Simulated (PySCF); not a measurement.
Calculation: B3LYP-D3(BJ)/def2-TZVP // PBE0-D4/def2-TZVP in PySCF. Isolated molecules, 0 K electronic values unless said otherwise. B3LYP has the VWN-RPA correlation part, as in Gaussian. 

Reference species (SMILES): `[OH]` (neutral, multiplicity 2).

The highest occupied spin orbital is -8.84 eV.

Changed species: `C[SiH2]` (radical fragment; the reference has radical fragment).

Question: Predict the effect on the highest occupied spin orbital.

Answer: the highest occupied spin orbital increases by 3.23 eV, to -5.61 eV.
